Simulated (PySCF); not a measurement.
Mapped SMILES: `[CH2:1]=[C:2]([CH3:3])[CH3:4]`. Each H is labelled by its parent atom.

Single conformer, fast rotation and ring inversion assumed for equivalent nuclei, isolated molecule, relativity neglected. GIAO PBE0/pcSseg-2 shieldings; structure optimised with PBE0-D3(BJ)/def2-TZVP; PySCF 2.14.

Question: List the cross peaks expected in HSQC, COSY and HMBC spectra.

Answer: 

HSQC (one-bond C–H):
```tsv
δH	δC
5.03 (H(C1))	120.5 (C1)
1.83 (H(C3)/H(C4))	27.5 (C3/C4)
```

HMBC (two and three bonds, from the bond graph):
```tsv
δH	δC
5.03 (H(C1))	157.7 (C2), 27.5 (C3/C4)
1.83 (H(C3)/H(C4))	157.7 (C2), 120.5 (C1), 27.5 (C3/C4)
```

No COSY cross peaks are expected.

Scale: ¹H, ¹³C vs TMS (reference shieldings calculated alike).

Short H···H contacts in this conformer between protons four or more bonds apart (candidates for NOE cross peaks, intensity ∝ r⁻⁶): H(C1)···H(C4) 2.38 Å.

Shifts are as computed. Against solution values, carbons near 30 ppm lie about +3 ppm off and those near 130 ppm about +9 ppm. Of 1211 compounds with measured shifts, 218 miss one by over three times the rms of a fit or turn the order of signals round; such compounds aren't used in these exercises.
